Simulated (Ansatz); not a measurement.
## Two structures, one formula

Two relaxed structures of CH$_{3}$SSi (charge +1), singlet (PBE0-D4/def2-TZVP; forces vanish, vibrations not checked).

A:

```json
{"atom": "Si1", "x (Å)": "-0.8807", "y (Å)": "0.4754", "z (Å)": "-0.7324"}
{"atom": "C2", "x (Å)": "0.2221", "y (Å)": "-0.1435", "z (Å)": "0.4165"}
{"atom": "S3", "x (Å)": "1.0416", "y (Å)": "-0.6454", "z (Å)": "1.6591"}
{"atom": "H4", "x (Å)": "-1.8239", "y (Å)": "-0.4766", "z (Å)": "-1.3350"}
{"atom": "H5", "x (Å)": "-0.7529", "y (Å)": "1.8956", "z (Å)": "-1.0868"}
{"atom": "H6", "x (Å)": "2.1937", "y (Å)": "-1.1055", "z (Å)": "1.0786"}
```

B:

```xyz
6
angstrom
Si -0.9899 0.4795 -0.5962
C 0.2763 -0.2763 0.4457
S 0.9209 -0.6905 1.8122
H -1.9133 -0.4408 -1.2861
H -0.6528 1.7785 -1.2080
H 0.8333 -0.5587 -0.5190
```

Computed with Ansatz 0.2.0 (basis: def2-TZVPP); correlated methods freeze the cores. B3LYP uses VWN-RPA correlation.

(1) Which structure is lower at CCSD(T), and by how much? (Judge from chemistry; the value comes from the calculation.)

(2) Do the other methods give the same order? (Judge from chemistry; the calculation decides.)

The T1 diagnostic stays at or below 0.027. The T1 diagnostic is large here, which may signal multireference character or strong orbital relaxation, so CCSD(T) is less sure. The restricted Hartree–Fock reference is unstable towards an unrestricted one at one or more of these structures.

## Answers

(1) Computed: A, by 0.076 eV (electronic energy, against the other). By their contacts, A is CH₃SSi ([SiH2][C][SH]), total charge +1 and B is CH₃SSi ([SiH2][CH][S]), total charge +1.

(2) Computed: Not all: PBE-D4, MP2 give the other order.

```csv
method,E(B) − E(A) (eV)
PBE-D4,-0.013
r2SCAN-D4,0.065
PBE0-D4,0.059
B3LYP-D4,0.058
wB97M-V,0.100
HF,0.209
MP2,-0.002
CCSD,0.090
CCSD(T),0.076
```

Labels in which every atom is bracketed show which atoms are joined, not bond orders.

For scale, one of the runs: CCSD(T)/def2-TZVPP, 157 basis functions, launched by `ansatz run in.yaml --threads 2 --pin off --events-out ev --progress --plain --max-ram 4352MiB`. Time: 11 s of wall clock on 2 CPU threads of an Arm Neoverse V2; the host was shared. Peak host memory: 0.99 GiB.
